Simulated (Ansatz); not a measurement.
This script makes a test of scalar relativity of ClNa with Ansatz's Python interface.

`clna.xyz`
```text
2

Na   -0.98000    0.30090   -0.51210
Cl    1.00950   -0.36100    0.51610
```

`clna_x2c.py`
```python
from dataclasses import dataclass

import ansatz as az
import numpy as np


@dataclass
class RunConfig:
    xc: str = "pbe0"


cfg = RunConfig()

geometry = az.Crystal.molecule_from_extxyz("clna.xyz")

base = geometry.calculation().functional(cfg.xc).forces()
sets = {"none": "cc-pVTZ", "scalar": "cc-pVTZ-DK"}
found = {kind: base.basis(gaussian=basis).pseudopotentials(relativity=kind).run(threads=1).report for kind, basis in sets.items()}
for kind, each in found.items():
    dipole = 4.803205 * np.linalg.norm(each["charge_distribution"]["dipole_moment_e_ang"])
    print(f"{kind:7s} E = {each['free_energy_ev']:.4f} eV  dipole {dipole:.3f} D  largest force component {np.abs(each['forces_ev_ang']).max():.4f} eV/A")
print(f"relativity lowers the total energy by {found['none']['free_energy_ev'] - found['scalar']['free_energy_ev']:.3f} eV")
```

What does scalar relativity change in the total energy and in the dipole?

The total moves by -44.4 eV, nearly all in the cores, and the dipole from 8.65 to 8.63 D.

The output:

```console
$ python clna_x2c.py
none    E = -16934.5538 eV  dipole 8.651 D  largest force component 0.2333 eV/A
scalar  E = -16978.9077 eV  dipole 8.635 D  largest force component 0.2289 eV/A
relativity lowers the total energy by 44.354 eV
```

Total energies depend on the basis set; only differences at equal settings carry meaning. The geometry is a force-field or estimated start, not a minimum of this method. The basis set changes with the Hamiltonian (a set recontracted for scalar relativity), and most of the change in the total lies in the cores. The whole script took 3 s on 1 thread of Arm Neoverse V2 (shared host), peak memory 0.19 GiB.
